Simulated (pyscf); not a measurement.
Thermochemistry of product channels of `[CH3][NH2]` + `[CH3]` [doublet] on the doublet surface, in kcal/mol, from ωB97M-D3(BJ)/def2-TZVP energies (ideal gas, 1 atm, RRHO with modes under 100 cm⁻¹ raised to 100, one conformer, R ln 2 for chiral ones without a mode under 150 cm⁻¹). PySCF, gas phase, ωB97X-D3(BJ)/def2-SVP geometries.

| products | ΔE | ΔH(298 K) | ΔG(900 K) | ΔG(1200 K) |
|---|---|---|---|---|
| `[CH3][NH]` [doublet] + `[CH4]` | -6.4 | -6.5 | -5.1 | -4.4 |
| `[CH3][CH2][NH]` [doublet] + `[H][H]` | (withheld) | +5.7 | +9.5 | +10.1 |

Question: Complete the blanks.

Answer: 
- `[CH3][CH2][NH]` [doublet] + `[H][H]`, ΔE: +9.0

These are energies of the channels, which say nothing of barriers. H₃C–NH• lies 7.3 kcal/mol over its isomer •H₂C–NH₂ (electronic energy, ωB97M-D3(BJ)/def2-TZVP). H₃C–CH₂–NH• lies 8.9 kcal/mol over its isomer H₃C–CH•–NH₂ (electronic energy, ωB97M-D3(BJ)/def2-TZVP).
